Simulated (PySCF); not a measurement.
A simulated first-order isotropic EPR spectrum at 9.665 GHz has these lines.

| field (mT) | relative intensity |
| --- | --- |
| 341.35 | 1 |
| 341.44 | 3 |
| 341.52 | 3 |
| 341.61 | 1 |
| 344.70 | 2 |
| 344.78 | 6 |
| 344.87 | 6 |
| 344.95 | 2 |
| 348.04 | 1 |
| 348.13 | 3 |
| 348.21 | 3 |
| 348.30 | 1 |

Q: What is g?

A: The pattern is symmetric about 344.83 mT, so g = hν/(μB·B0) = 9665/(13.99624 × 344.83) = 2.0026, a shift of +0.3 × 10⁻³ from the free-electron value.

Q: Which couplings and how many nuclei make this pattern?

A: The first two lines at either end are about 0.09 mT apart, which is the smallest coupling, and their intensity ratio 1:3 counts the nuclei that share it. In full: a 1:2:1 triplet of 3.34 mT (94 MHz), from 2 nuclei of spin 1/2; a 1:3:3:1 quartet of 0.09 mT (2 MHz), from 3 nuclei of spin 1/2. Check: Σ 2nI·a is the distance from the first to the last line, 6.94 mT.

Q: The radical has the formula H5OSi2. Propose a structure, and say which nuclei carry the couplings.

A: The pattern alone needn't single out one isomer; the structure behind this simulation is `[SiH2]O[SiH3]` [radical], numbered [SiH2:1][O:2][SiH3:3] (hydrogens: H4, H5 on Si1; H6, H7, H8 on Si3). 3.34 mT: 1H at H4/H5 (1 bond from Si1; computed sign +); 0.09 mT: 1H at H6/H7/H8 (3 bonds from Si1; computed sign +). The largest Mulliken spin population is on Si1 (+0.88). The angles at Si1 add up to 331.8°, so it is pyramidal.

The calculation used UKS B3LYP, pcH-1 on H O Si, non-relativistic, mean-field spin-orbit, GIAO in PySCF. Isolated species at its GFN2-xTB geometry, gas phase. GFN2-xTB frequencies show an imaginary mode (25i cm⁻¹), so this geometry is no minimum at that level. Couplings are sensitive to structure, and on GFN2-xTB geometries they can be far from those on DFT ones, by a factor of two or more for some ions and for spin on atoms past the first row. The SCF solution wasn't tested for stability.

Nuclei that the bonding pattern makes equivalent are averaged, as if the motion that swaps them (rotation, inversion, ring flip) were fast. The three 1H nuclei of mean +2.4 MHz run from -0.5 to 7.0 MHz in the frozen geometry.

First-order positions only. To second order lines move to lower field by a²/(2B0)·[J(J+1) − M²], with J the total spin of the equivalent nuclei and M its projection: up to 0.03 mT for the 3.34 mT coupling at this field, and inner lines split by J.

Rare isotopes and splittings under 0.04 mT were left out of the simulation.
